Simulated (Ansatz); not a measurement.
The cluster SiB₂. Total charge 0; triplet. Geometry r2SCAN-D4/def2-TZVP; atoms count from 1.

```xyz
3

B     0.881    0.329   -0.250
B    -0.412   -0.360   -0.805
Si   -0.469    0.031    1.054
```

At PBE0-D4/def2-TZVP a broken-symmetry singlet of charge 0 lies 0.39 eV below the triplet, each at its own geometry. The structure comes from a short search, and lower isomers may exist.

Estimate the Mulliken populations from the PBE0/def2-TZVP orbitals of Ansatz.


```tsv
atom	charge (e)	spin (α − β)
B1	-0.01	0.91
B2	-0.01	0.91
Si3	0.03	0.18
```
Mulliken values depend strongly on the basis.

Where does the spin sit?

Summed by element: B 1.82, Si 0.18, of 2 unpaired in all. Largest on single atoms: B1 0.91, B2 0.91, Si3 0.18.

And the Mayer bond orders between heavy atoms (over 0.3)?

B1–B2 1.45 (1.57 Å); B1–Si3 1.45 (1.90 Å); B2–Si3 1.45 (1.90 Å).
